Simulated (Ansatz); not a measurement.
This singlet lies 2.98 eV below the relaxed triplet at the level frozen-core full CI/6-31g // B3LYP-D3(BJ)/def2-TZVP (Ansatz, an electronic-structure program).

These are Ansatz with B3LYP-D3(BJ)/def2-TZVP values and carry that method's errors. No frequencies were computed at this level.

Ansatz 0.2 input:
```yaml
crystal:
  periodic: [false, false, false]
  atoms:
    - { symbol: C, position_ang: [0.760607, -0.000004, -0.000003] }
    - { symbol: S, position_ang: [-0.760607, 0.000004, 0.000003] }
basis:
  gaussian: { orbitals: def2-tzvp }
hamiltonian:
  xc: b3lyp
  dispersion: d3bj
relax:
  max_steps: 150
```

Output:

```
Functional definition: B3LYP
451 factors; their error is unknown
mean field evaluation 1: about -11866.5555 eV, gradient 4.3e1 eV
mean field evaluation 2: about -11850.9723 eV, gradient 7.9e1 eV
mean field evaluation 4: about -11871.1293 eV, gradient 2.2e0 eV
mean field evaluation 8: about -11871.1587 eV, gradient 9.4e-2 eV
mean field -11871.15875814 eV, -436.2570378012 hartree, gradient 5.5e-6 eV, S^2 0.000000; 0 other end points of the search recorded, 0 dependent functions left out
reference -11871.15892787 eV, -436.2570440388 hartree; 11, 11 occupied and 57, 57 virtual orbitals, 451 factors
relax step   1: F+E_penalty+E_count = -11871.20919693 eV  Δ(F+E_penalty+E_count) = +0.000e0 eV  max|allowed force component| = 6.109e-1 eV/Å  Δτ_max = 0.0000 Å  (25 SCF iters, accepted)
these checks for a lower state are left out or cut short: starts, cluster_reference, orbital_swaps, neighbouring_geometries, increment
451 factors; their error is unknown
mean field evaluation 16: about -11871.1399 eV, gradient 5.4e-1 eV
mean field -11871.16126006 eV, -436.2571297451 hartree, gradient 1.6e-5 eV, S^2 0.000000; 0 other end points of the search recorded, 0 dependent functions left out
reference -11871.16142967 eV, -436.2571359782 hartree; 11, 11 occupied and 57, 57 virtual orbitals, 451 factors
relax step   2: F+E_penalty+E_count = -11871.21169571 eV  Δ(F+E_penalty+E_count) = -2.499e-3 eV  max|allowed force component| = 2.913e-1 eV/Å  Δτ_max = 0.0028 Å  (29 SCF iters, accepted)
these checks for a lower state are left out or cut short: starts, cluster_reference, orbital_swaps, neighbouring_geometries, increment
451 factors; their error is unknown
mean field -11871.16201772 eV, -436.2571575886 hartree, gradient 1.6e-5 eV, S^2 0.000000; 0 other end points of the search recorded, 0 dependent functions left out
reference -11871.16218722 eV, -436.2571638175 hartree; 11, 11 occupied and 57, 57 virtual orbitals, 451 factors
relax step   3: F+E_penalty+E_count = -11871.21245042 eV  Δ(F+E_penalty+E_count) = -7.547e-4 eV  max|allowed force component| = 5.886e-3 eV/Å  Δτ_max = 0.0026 Å  (29 SCF iters, accepted)
451 factors; their error is unknown
mean field evaluation 32: about -11871.1410 eV, gradient 9.0e-2 eV
mean field -11871.16201772 eV, -436.2571575886 hartree, gradient 1.7e-5 eV, S^2 0.000000; 1 other end points of the search recorded, 0 dependent functions left out
reference -11871.16218722 eV, -436.2571638175 hartree; 11, 11 occupied and 57, 57 virtual orbitals, 451 factors
Total energy: -11871.21261992 eV, -436.2590171852 hartree
Atom 0 at     0.765933    -0.000004    -0.000003 Å, force     0.005886    -0.000000    -0.000000 eV/Å
Atom 1 at    -0.765933     0.000004     0.000003 Å, force    -0.005886     0.000000     0.000000 eV/Å
Dipole moment:    -0.404804     0.000002     0.000002 e Å
```

Cost: very roughly 1.5 core-seconds.
